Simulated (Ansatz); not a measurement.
Basis-set extrapolation for `CCCC(N)=O` (PBE0-D4/def2-TZVP geometry, frozen core, the Gaussian-basis code of Ansatz). Multiplicity 1, RHF reference.

```json
{"": "HF", "def2-TZVPP": "-286.166541", "def2-QZVPP": "-286.179832"}
{"": "MP2 correlation", "def2-TZVPP": "-1.121155", "def2-QZVPP": "-1.198000"}
{"": "CCSD(T) correlation", "def2-TZVPP": "-1.211064", "def2-QZVPP": "not run"}
```

Energies in hartree. Use E(X) = E(∞) + A·exp(−7.88·√X) for Hartree–Fock and E(X) = E(∞) + B·X^(−2.97) for correlation, with X = 3 and 4, and add CCSD(T) minus MP2 of the smaller set to the MP2 limit.

Q: What is the CCSD(T) energy at the basis-set limit?

A: HF limit: -286.179832 + (-0.013291) × 0.13774 = -286.18166. MP2 limit: -1.198000 + (-0.076845) × 0.74074 = -1.25492. Higher-order term: -1.211064 − (-1.121155) = -0.08991. Total: -287.52649 hartree, 390.9 kJ/mol below CCSD(T)/def2-TZVPP.
